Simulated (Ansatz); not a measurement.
# BNH6 (B(NH3)H3) at CCSDTQ/STO-3G

Aim: the energy change on altering one bond length of BNH6 (B(NH3)H3) at CCSDTQ/STO-3G, from 2 runs. 

Program for the calculation: Ansatz 0.2.0.

57 further runs of the same task are left out: 57 set aside as unsound or not needed.

### 1 The system as given

BNH6: 8 atoms, total charge 0, spin state singlet. As SMILES, `[H]B([H])([H])<-N`. The coordinates come from a GFN2-xTB relaxation.

Bond lengths: B1–N2 1.659 Å, N2–H3 1.013 Å, N2–H4 1.013 Å, N2–H5 1.013 Å, B1–H6 1.191 Å, B1–H7 1.191 Å, B1–H8 1.190 Å. Some angles: B1–N2–H3 108.6°, B1–N2–H4 108.6°, B1–N2–H5 108.6°, N2–B1–H6 105.5°, N2–B1–H7 105.6°, N2–B1–H8 105.6°, H3–N2–H4 110.3°, H3–N2–H5 110.4°, H4–N2–H5 110.3°, H6–B1–H7 113.1°.

### 2 A single-point energy at CCSDTQ/STO-3G

Contents of molecule.yaml:

```yaml
crystal:
  periodic: [false, false, false]
  atoms:
    - {symbol: B, position_ang: [-0.002200, 0.002970, -0.830690]}
    - {symbol: "N", position_ang: [0.002130, -0.003040, 0.827960]}
    - {symbol: H, position_ang: [-0.956060, 0.034440, 1.153510]}
    - {symbol: H, position_ang: [0.515830, 0.807160, 1.152720]}
    - {symbol: H, position_ang: [0.449590, -0.854150, 1.146140]}
    - {symbol: H, position_ang: [1.143350, -0.032090, -1.152840]}
    - {symbol: H, position_ang: [-0.545010, 1.015160, -1.144860]}
    - {symbol: H, position_ang: [-0.607620, -0.970450, -1.151930]}
basis:
  gaussian:
    orbitals: STO-3G
correlation:
  method: ccsdtq
  frozen_orbitals: {B: 1, H: 0, "N": 1}
accuracy: high
scf:
  omitted_lower_state_checks: [cluster_reference, increment]
```

The run is started by

```console
$ ansatz run molecule.yaml --threads 1 --pin off --max-ram 2610MiB --events-out events.jsonl --progress --plain --runs-dir runs
```

Log, shortened:

```text
Warning: RAYON_NUM_THREADS=1 ignored (pool sized by the plan → 1); use --threads N
Functional definition: HF
  name "HF"
[...]
276 factors; integrals over basis functions are off by at most 1.2e-8 eV
[...]
mean field -2220.33026073 eV, -81.5956320878 hartree, gradient 1.9e-8 eV, S^2 0.000000; 0 other end points of the search recorded, 0 dependent functions left out
2 core orbitals not correlated: weight in the atoms' cores, before any rotation towards them, 1.000 or more for the frozen orbitals, at most 0.000 for the correlated occupied ones
reference -2220.33026073 eV, -81.5956320878 hartree; 7, 7 occupied and 7, 7 virtual orbitals, 276 factors
second order -2.67157284 eV of doubles, -0.00000000 eV of singles
cycle   1  -3.27809636 eV  change   -6.1e-1 eV  update   5.6e-2
[...]
cycle  17  -3.60698682 eV  change   7.6e-11 eV  update   1.0e-9
Total energy: -2223.93724755 eV, -81.7281864086 hartree
Checks for a lower state left out: cluster_reference, increment
```

Run time: 6 s. Hardware: 1 thread of Arm Neoverse V1, shared host; peak memory 0.13 GiB.

### 3 The distorted shape at the same level

Contents of input.yaml:

```yaml
crystal:
  periodic: [false, false, false]
  atoms:
    - {symbol: B, position_ang: [0.133488, -0.250051, -0.752156]}
    - {symbol: N, position_ang: [0.137818, -0.256061, 0.906494]}
    - {symbol: H, position_ang: [-0.820372, -0.218581, 1.232044]}
    - {symbol: H, position_ang: [0.651518, 0.554139, 1.231254]}
    - {symbol: H, position_ang: [0.585278, -1.107171, 1.224674]}
    - {symbol: H, position_ang: [1.279038, -0.285111, -1.074306]}
    - {symbol: H, position_ang: [-0.545010, 1.015160, -1.144860]}
    - {symbol: H, position_ang: [-0.471932, -1.223471, -1.073396]}
basis:
  gaussian: {orbitals: STO-3G}
correlation: {method: ccsdtq, frozen_orbitals: {B: 1, H: 0, "N": 1}}
accuracy: high
scf: {omitted_lower_state_checks: [cluster_reference, increment]}
```

The run is started by

```console
$ ansatz run input.yaml --threads 1 --pin off --max-ram 2610MiB --events-out events.jsonl --progress --plain --runs-dir runs
```

Log, shortened:

```text
Warning: RAYON_NUM_THREADS=1 ignored (pool sized by the plan → 1); use --threads N
[... 2 set-up lines as earlier in the session ...]
[...]
276 factors; integrals over basis functions are off by at most 9.8e-9 eV
[...]
mean field -2219.13894289 eV, -81.5518519649 hartree, gradient 1.2e-8 eV, S^2 0.000000; 0 other end points of the search recorded, 0 dependent functions left out
2 core orbitals not correlated: weight in the atoms' cores, before any rotation towards them, 1.000 or more for the frozen orbitals, at most 0.000 for the correlated occupied ones
reference -2219.13894289 eV, -81.5518519649 hartree; 7, 7 occupied and 7, 7 virtual orbitals, 276 factors
second order -2.85428665 eV of doubles, -0.00000000 eV of singles
cycle   1  -3.52310654 eV  change   -6.7e-1 eV  update   6.3e-2
[...]
cycle  18  -3.90816428 eV  change  -1.5e-11 eV  update  7.9e-10
Total energy: -2223.04710717 eV, -81.6954743531 hartree
Checks for a lower state left out: cluster_reference, increment
```

Wall time 6.3 s (1 thread of Arm Neoverse V1, shared host); peak memory 0.13 GiB.

### 4 Outcome

Level: CCSDTQ/STO-3G, 2 core orbitals frozen.

| quantity | value |
| --- | --- |
| first shape: total energy | -81.72819 Eh |
| first shape: correlation energy (2 core orbitals frozen) | -132.6 mEh |
| first shape: T1 diagnostic | 0.005 |
| distorted shape: total energy | -81.69547 Eh |
| distorted shape: correlation energy (2 core orbitals frozen) | -143.6 mEh |
| distorted shape: T1 diagnostic | 0.005 |
| energy change with the B1–H7 bond stretched from 1.191 to 1.488 Å | 0.890 eV |

What this shows: With the B1–H7 bond stretched from 1.191 to 1.488 Å the energy rises by 0.89 eV (20.5 kcal/mol). The first shape isn't relaxed at this level, so the change isn't measured from a minimum. The minimal basis adds a large error of its own.
